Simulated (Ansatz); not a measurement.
α-phase S was calculated with BLYP (Ansatz, a program for electronic structure, plane waves, PAW).

Numerical settings: plane-wave cutoff 500 eV, 6×6×6 k mesh, gaussian smearing 0.02 eV, scalar-relativistic PAW data made under PBE.

Cell (relaxed at this level):

```cif
data_S32
_chemical_formula_sum 'S32'
_space_group_name_H-M_alt 'P 1'
_space_group_IT_number 1
_cell_length_a 18.15044
_cell_length_b 17.49833
_cell_length_c 14.20229
_cell_angle_alpha 68.958
_cell_angle_beta 64.130
_cell_angle_gamma 46.912
loop_
_space_group_symop_operation_xyz
  'x, y, z'
loop_
_atom_site_label
_atom_site_type_symbol
_atom_site_fract_x
_atom_site_fract_y
_atom_site_fract_z
_atom_site_occupancy
S1 S 0.71897 0.79036 0.93457 1
S2 S 0.05610 0.93457 0.79036 1
S3 S 0.93457 0.05610 0.71897 1
S4 S 0.79036 0.71897 0.05610 1
S5 S 0.94390 0.06543 0.20964 1
S6 S 0.06543 0.94390 0.28103 1
S7 S 0.20964 0.28103 0.94390 1
S8 S 0.28103 0.20964 0.06543 1
S9 S 0.74259 0.67757 0.87793 1
S10 S 0.20191 0.87793 0.67757 1
S11 S 0.87793 0.20191 0.74259 1
S12 S 0.67757 0.74259 0.20191 1
S13 S 0.79809 0.12207 0.32243 1
S14 S 0.12207 0.79809 0.25741 1
S15 S 0.32243 0.25741 0.79809 1
S16 S 0.25741 0.32243 0.12207 1
S17 S 0.61001 0.68411 0.94991 1
S18 S 0.25596 0.94991 0.68411 1
S19 S 0.94991 0.25596 0.61001 1
S20 S 0.68411 0.61001 0.25596 1
S21 S 0.74404 0.05009 0.31589 1
S22 S 0.05009 0.74404 0.38999 1
S23 S 0.31589 0.38999 0.74404 1
S24 S 0.38999 0.31589 0.05009 1
S25 S 0.21733 0.07776 0.56868 1
S26 S 0.07776 0.21733 0.63623 1
S27 S 0.56868 0.63623 0.21733 1
S28 S 0.63623 0.56868 0.07776 1
S29 S 0.92224 0.78267 0.36377 1
S30 S 0.43132 0.36377 0.78267 1
S31 S 0.36377 0.43132 0.92224 1
S32 S 0.78267 0.92224 0.43132 1
```

**Question.** Give the computed band gap.

**Answer.** 
* **band gap**: 3.01 eV (on the SCF k mesh)

Note: the PAW data were made under another functional than the one run; the relaxation could not lower the start's symmetry, so the cell can be a saddle point above a distorted one; the volume lies 258 % above that of the published cell.

Cost on a shared machine: very roughly 3 core-hours.
